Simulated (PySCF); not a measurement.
B(Cl)3 cation (BCl3), SMILES ClB(Cl)Cl (connectivity only; charge and spin as stated), charge +1, multiplicity 2. Atoms are numbered in the order given.

```xyz
4

B      0.0000     0.0000     0.0000
Cl     1.7312     0.0000     0.0000
Cl    -0.8656    -1.4993     0.0000
Cl    -0.8656     1.4993     0.0000
```
Charge +1, spin multiplicity 2.

Coordinates come from a r2SCAN-D4/def2-SVP optimisation. The spin state was assumed, not searched. The isomer is the one that the SMILES or the coordinates give; other isomers of the formula were not compared.

These are PBE/pcH-1 (PySCF) values and carry that method's errors.

Unrestricted Kohn–Sham, ⟨S²⟩ = 0.751. Hyperfine tensors hold the contact and dipolar terms, without spin-orbit corrections.

Question: Estimate the hyperfine couplings. (Estimate from the structure and the level; the computed values follow.)

Answer: 
| nucleus | A(iso) (MHz) | A(iso) (G) | dipolar principal values (MHz) |
|---|---|---|---|
| 11B no. 1 | -20.6 | -7.4 | -4.3, 2.1, 2.1 |
| 35Cl no. 2 | 3.1 | 1.1 | -62.8, -61.8, 124.5 |
| 35Cl no. 3 | 3.1 | 1.1 | -62.8, -61.8, 124.5 |
| 35Cl no. 4 | 3.1 | 1.1 | -62.8, -61.8, 124.5 |
